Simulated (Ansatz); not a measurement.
Basis-set extrapolation for C8H18 (`CCCC(C)(C)CC`) (PBE0-D4/def2-TZVP geometry, frozen core, Ansatz). Multiplicity 1, RHF reference.

```
                      def2-TZVPP   def2-QZVPP
                 HF  -313.544790  -313.559610
    MP2 correlation    -1.426122    -1.513064
CCSD(T) correlation    -1.575001      not run
```

Energies in hartree. Use E(X) = E(∞) + A·exp(−7.88·√X) for Hartree–Fock and E(X) = E(∞) + B·X^(−2.97) for correlation, with X = 3 and 4, and add CCSD(T) minus MP2 of the smaller set to the MP2 limit.

Question: What is the CCSD(T) energy at the basis-set limit?

Answer: HF limit: -313.559610 + (-0.014820) × 0.13774 = -313.56165. MP2 limit: -1.513064 + (-0.086942) × 0.74074 = -1.57747. Higher-order term: -1.575001 − (-1.426122) = -0.14888. Total: -315.28800 hartree, 441.6 kJ/mol below CCSD(T)/def2-TZVPP.
